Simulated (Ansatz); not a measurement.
Input for Ansatz (development build ahead of 0.2.0):

```yaml
crystal:
  periodic: [false, false, false]
  atoms:
    - { symbol: O, position_ang: [-0.08804, 0.01645, -0.09473] }
    - { symbol: H, position_ang: [0.18085, -0.75414, 0.47538] }
    - { symbol: H, position_ang: [0.34503, 0.79483, 0.35031] }
basis:
  gaussian: { orbitals: def2-SVP }
total_charge: 1
magnetization:
  spin_polarized: true
  initial_magnetization: 1
hamiltonian:
  xc: hf
correlation:
  method: mp2
  frozen_orbitals: { H: 0, O: 1 }
output:
  forces: true
```

The input is written out in the form of the current development build from the run's settings.

Results

```
Converged                       : yes
Reference energy                : -75.56345 hartree
Correlation energy              : -0.15263 hartree
Total energy                    : -75.71607 hartree
Spin squared of the determinant : 0.757
Stability test                  : minimum
```

Forces (eV/Å):
| atom | Fx | Fy | Fz |
| --- | --- | --- | --- |
| O1 | 0.059 | 0.007 | 0.084 |
| H2 | -0.085 | -0.544 | 0.004 |
| H3 | 0.026 | 0.537 | -0.088 |
